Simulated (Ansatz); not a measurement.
Mulliken charges of `CSSCF` from B3LYP/def2-TZVPP in Ansatz (PBE0-D4/def2-TZVP geometry).

```csv
atom,x (Å),y (Å),z (Å),charge (e)
C1,-1.042,1.100,-1.038,-0.259
S2,-1.363,-0.592,-0.496,-0.077
S3,0.488,-1.431,-0.494,-0.059
C4,1.126,-0.987,1.118,0.042
F5,1.545,0.323,1.184,-0.233
H6,-0.440,1.634,-0.306,0.127
H7,-0.553,1.102,-2.011,0.121
H8,-2.022,1.576,-1.126,0.112
H9,0.355,-1.138,1.874,0.112
H10,1.987,-1.638,1.298,0.113
```

Q: By hand: the dipole of these point charges (1 e Å = 4.8032 D).

A: Σ q r = (-0.052, -0.067, 0.056) e Å, of length 0.102 e Å = 0.49 D.

Q: How does the dipole of the full density compare? (Estimate.)

A: Computed: (-0.027, 0.052, 0.068) e Å, 0.43 D; the point charges give 1.14 times that, at 79° from its direction.

Point charges leave out the atoms' own dipoles, such as those of lone pairs, and Mulliken's split depends on the basis, so the two needn't agree.

B3LYP here is the variant with VWN-RPA as its local correlation; programs differ in this.
